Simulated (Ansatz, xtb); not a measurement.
**Relative energy of two isomers of C4H6N2**

Structure a: `Cc1cn[nH]c1`, a singlet. Structure b: `Cc1ccn[nH]1`, a singlet. Both are isolated molecules in the gas phase, relaxed with PBE-D3(BJ)/def2-SVP.

a (Å):

```yaml
atoms:
  - { symbol: C, position_ang: [0.1359, 1.5677, 1.6638] }
  - { symbol: C, position_ang: [-0.2950, 0.9433, 0.3711] }
  - { symbol: C, position_ang: [-1.6111, 0.8418, -0.1690] }
  - { symbol: C, position_ang: [0.5012, 0.3234, -0.5937] }
  - { symbol: N, position_ang: [-1.6309, 0.2184, -1.3559] }
  - { symbol: N, position_ang: [-0.3433, -0.0834, -1.5884] }
  - { symbol: H, position_ang: [1.2268, 1.4612, 1.8211] }
  - { symbol: H, position_ang: [-0.1006, 2.6520, 1.6944] }
  - { symbol: H, position_ang: [-0.3736, 1.1021, 2.5330] }
  - { symbol: H, position_ang: [-2.5511, 1.2032, 0.2693] }
  - { symbol: H, position_ang: [-0.0943, -0.5726, -2.4481] }
  - { symbol: H, position_ang: [1.5824, 0.1490, -0.6384] }
```

b (Å):

| atom | x (Å) | y (Å) | z (Å) |
| --- | --- | --- | --- |
| C | 0.1968 | 1.3593 | 1.7228 |
| C | -0.2180 | 0.8860 | 0.3675 |
| C | -1.4282 | 0.9751 | -0.3244 |
| C | -1.1865 | 0.3361 | -1.5697 |
| N | 0.0703 | -0.1202 | -1.6604 |
| N | 0.6274 | 0.2242 | -0.4838 |
| H | 0.5330 | 0.5226 | 2.3713 |
| H | 1.0284 | 2.0939 | 1.6710 |
| H | -0.6528 | 1.8530 | 2.2293 |
| H | -2.3511 | 1.4426 | 0.0347 |
| H | -1.8788 | 0.1877 | -2.4084 |
| H | 1.6029 | -0.0193 | -0.3079 |

Task: Estimate E(b) − E(a) at the level CCSD(T)/def2-SVP + ΔMP2/def2-TZVPP.

Result: Calculated at CCSD(T)/def2-SVP + ΔMP2/def2-TZVPP: E(b) − E(a) = −0.076 eV, so structure b lies lower.

How the difference moves with the method:

```json
{"level": "GFN2-xTB", "geometry": "GFN2-xTB", "E(b) − E(a) (eV)": "−0.060", "departure from the last row (eV)": "+0.016", "job, with rough time for the two": "optimisation, 0.29 s"}
{"level": "HF/STO-3G", "geometry": "GFN2-xTB", "E(b) − E(a) (eV)": "−0.097", "departure from the last row (eV)": "−0.022", "job, with rough time for the two": "single point, 0.96 s"}
{"level": "r2SCAN-D4/def2-SVP", "geometry": "GFN2-xTB", "E(b) − E(a) (eV)": "−0.078", "departure from the last row (eV)": "−0.002", "job, with rough time for the two": "single point, 6.6 s"}
{"level": "PBE-D3(BJ)/def2-SVP", "geometry": "PBE-D3(BJ)/def2-SVP", "E(b) − E(a) (eV)": "−0.069", "departure from the last row (eV)": "+0.007", "job, with rough time for the two": "optimisation, 30 s"}
{"level": "HF/def2-SVP", "geometry": "PBE-D3(BJ)/def2-SVP", "E(b) − E(a) (eV)": "−0.094", "departure from the last row (eV)": "−0.018", "job, with rough time for the two": "part of the CCSD(T) run"}
{"level": "MP2/def2-SVP", "geometry": "PBE-D3(BJ)/def2-SVP", "E(b) − E(a) (eV)": "−0.053", "departure from the last row (eV)": "+0.023", "job, with rough time for the two": "part of the CCSD(T) run"}
{"level": "CCSD(T)/def2-SVP", "geometry": "PBE-D3(BJ)/def2-SVP", "E(b) − E(a) (eV)": "−0.064", "departure from the last row (eV)": "+0.012", "job, with rough time for the two": "single point"}
{"level": "CCSD(T)/def2-SVP + ΔMP2/def2-TZVPP", "geometry": "PBE-D3(BJ)/def2-SVP", "E(b) − E(a) (eV)": "−0.076", "departure from the last row (eV)": "", "job, with rough time for the two": "single point, 99 s"}
```

As drawn, both hold the same kinds of bond in the same numbers.

None of the levels shown reverses the order. The largest departure from CCSD(T)/def2-SVP + ΔMP2/def2-TZVPP is that of MP2/def2-SVP, 0.023 eV. The last row adds to CCSD(T) the change of the MP2 difference between the two basis sets, here −0.012 eV.

With thermal terms from frequencies at re-optimised GFN2-xTB minima (ideal gas, soft modes damped towards free rotors, one conformer each, 298.15 K, 1 atm): on the last row, ΔE + ΔZPE = −0.074, ΔH = −0.075, ΔG = −0.074 eV.

The correlated steps freeze 6 core orbitals. Codes used: Ansatz 0.2.0, xtb 6.7.1; the last row on 2 threads of Intel(R) Xeon(R) Processor @ 2.50GHz (Skylake/Cascade Lake) on a shared host.
